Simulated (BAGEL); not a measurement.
**HF/STO-3G (density fitting with qzvpp-jkfit) run of CHFO (formyl fluoride)**

What is the vertical singlet–triplet gap of CHFO (formyl fluoride) at HF/STO-3G (density fitting with qzvpp-jkfit)? 

The results are computed with BAGEL 1.2.2.

## 1. The structure to begin with

The species is CHFO (4 atoms), meant as a singlet with charge 0. As SMILES, `O=CF`. The coordinates come from a GFN2-xTB relaxation.

Bond lengths: O1–C2 1.171 Å, C2–F3 1.341 Å, C2–H4 1.098 Å. Angles: O1–C2–F3 122.3°, O1–C2–H4 129.0°, F3–C2–H4 108.7°.

## 2. A single-point energy at HF/STO-3G (density fitting with qzvpp-jkfit)

Contents of calc.json:

```json
{ "bagel": [

{
  "title": "molecule",
  "basis": "sto-3g",
  "df_basis": "qzvpp-jkfit",
  "angstrom": true,
  "geometry": [
    { "atom": "O", "xyz": [   -0.889680,    0.196020,    0.829980 ] },
    { "atom": "C", "xyz": [   -0.049740,    0.073340,    0.022930 ] },
    { "atom": "F", "xyz": [    0.584370,   -1.090860,   -0.181350 ] },
    { "atom": "H", "xyz": [    0.355050,    0.821510,   -0.671560 ] }
  ]
},
{
  "title": "hf"
},
{
  "title": "print",
  "file": "orbitals.molden",
  "orbitals": true
}

]}
```

Launch:

```bash
$ BAGEL_NUM_THREADS=1 BAGEL calc.json > calc.out
```

What it wrote:

```text
* using 1 threads per process

  ===============================================================
  ===============================================================

  *** Geometry ***

  { "atom" : "O", "xyz" : [     -1.681252,      0.370424,      1.568435 ] },
  { "atom" : "C", "xyz" : [     -0.093995,      0.138593,      0.043331 ] },
  { "atom" : "F", "xyz" : [      1.104299,     -2.061427,     -0.342702 ] },
  { "atom" : "H", "xyz" : [      0.670947,      1.552429,     -1.269064 ] },

  Number of auxiliary basis functions:      247

  Since a DF basis is specified, we compute 2- and 3-index integrals:
    o Being stored without compression. Storage requirement is 0.001 GB

  Number of basis functions:       16
  Number of electrons      :       24

    * METHOD: MOLECULE                             0.03

  *** RHF ***

  === Nuclear Repulsion ===
    67.6421796645

      * DIIS with orbital gradients will be used.

  === RHF iteration (sto-3g) ===
      0       -209.66773742          0.04753104           0.00
      1       -209.78157231          0.02729739           0.00
      2       -209.82431894          0.00378757           0.00
      3       -209.82621663          0.00166232           0.00
      4       -209.82686017          0.00038808           0.00
      5       -209.82689453          0.00005017           0.00
      6       -209.82689499          0.00001435           0.00
      7       -209.82689502          0.00000183           0.00
      8       -209.82689502          0.00000072           0.00
      9       -209.82689502          0.00000015           0.00
     10       -209.82689502          0.00000003           0.00
     11       -209.82689502          0.00000001           0.00
    * SCF iteration converged.

    * Permanent dipole moment:
           (   -0.299926,    -0.275344,     0.408847) a.u.

    * METHOD: HF                                   0.04

    * METHOD: PRINT                                0.00

  ===============================================================
```

Wall time 0.2 s (1 thread of Intel Xeon 6975P-C (Granite Rapids), shared host).

## 3. The triplet, same level

Contents of input.json:

```json
{ "bagel" : [

{
  "title" : "molecule",
  "basis" : "sto-3g",
  "df_basis" : "qzvpp-jkfit",
  "angstrom" : "true",
  "geometry" : [
    { "atom" : "O", "xyz" : [      -0.889680,       0.196020,       0.829980 ] },
    { "atom" : "C", "xyz" : [      -0.049740,       0.073340,       0.022930 ] },
    { "atom" : "F", "xyz" : [       0.584370,      -1.090860,      -0.181350 ] },
    { "atom" : "H", "xyz" : [       0.355050,       0.821510,      -0.671560 ] }
  ]
},

{
  "title" : "uhf",
  "nopen" : 2
},

{
  "title" : "print",
  "file" : "orbitals.molden",
  "orbitals" : "true"
}

]}
```

Launch:

```bash
$ BAGEL_NUM_THREADS=1 BAGEL input.json > input.out
```

What it wrote:

```text
* using 1 threads per process

  ===============================================================
  ===============================================================

  *** Geometry ***

  { "atom" : "O", "xyz" : [     -1.681252,      0.370424,      1.568435 ] },
  { "atom" : "C", "xyz" : [     -0.093995,      0.138593,      0.043331 ] },
  { "atom" : "F", "xyz" : [      1.104299,     -2.061427,     -0.342702 ] },
  { "atom" : "H", "xyz" : [      0.670947,      1.552429,     -1.269064 ] },

  Number of auxiliary basis functions:      247

  Since a DF basis is specified, we compute 2- and 3-index integrals:
    o Being stored without compression. Storage requirement is 0.001 GB

  Number of basis functions:       16
  Number of electrons      :       24

    * METHOD: MOLECULE                             0.03

  *** Open-shell HF ***

  === Nuclear Repulsion ===
    67.6421796645

      * DIIS with orbital gradients will be used.

  === UHF iteration (sto-3g) ===
      0       -209.61443307          0.05078008           0.00
      1       -209.68262570          0.01441351           0.00
      2       -209.69169833          0.00634852           0.00
      3       -209.69402462          0.00311607           0.00
      4       -209.69500542          0.00135496           0.00
      5       -209.69532867          0.00070433           0.00
      6       -209.69542055          0.00027486           0.00
      7       -209.69542864          0.00009941           0.00
      8       -209.69543158          0.00004515           0.00
      9       -209.69543292          0.00001721           0.00
     10       -209.69543310          0.00000799           0.00
     11       -209.69543313          0.00000228           0.00
     12       -209.69543313          0.00000070           0.00
     13       -209.69543313          0.00000029           0.00
     14       -209.69543313          0.00000011           0.00
     15       -209.69543313          0.00000003           0.00
     16       -209.69543313          0.00000002           0.00
     17       -209.69543313          0.00000001           0.00
     18       -209.69543313          0.00000001           0.00
    * SCF iteration converged.

    * S^2 (UHF) is 2.0048

    * Permanent dipole moment:
           (   -0.029888,    -0.315070,     0.149648) a.u.

    * METHOD: UHF                                  0.07

    * METHOD: PRINT                                0.00

  ===============================================================
```

Run time: 0.24 s. Hardware: 1 thread of Intel Xeon 6975P-C (Granite Rapids), shared host.

## 4. What came out

At HF/STO-3G (density fitting with qzvpp-jkfit):

```
                                        quantity          value
                           singlet: total energy  -209.82690 Eh
                          singlet: dipole moment         1.47 D
                            singlet: HOMO energy      -10.52 eV
                            singlet: LUMO energy        7.91 eV
                          singlet: HOMO–LUMO gap       18.43 eV
                           triplet: total energy  -209.69543 Eh
                          triplet: dipole moment         0.89 D
                                   triplet: ⟨S²⟩          2.005
vertical energy of the triplet above the singlet       3.577 eV
```

At this shape the triplet lies 3.58 eV (82 kcal/mol) above the singlet. In a minimal basis such a difference can be off by several eV, whatever the method.
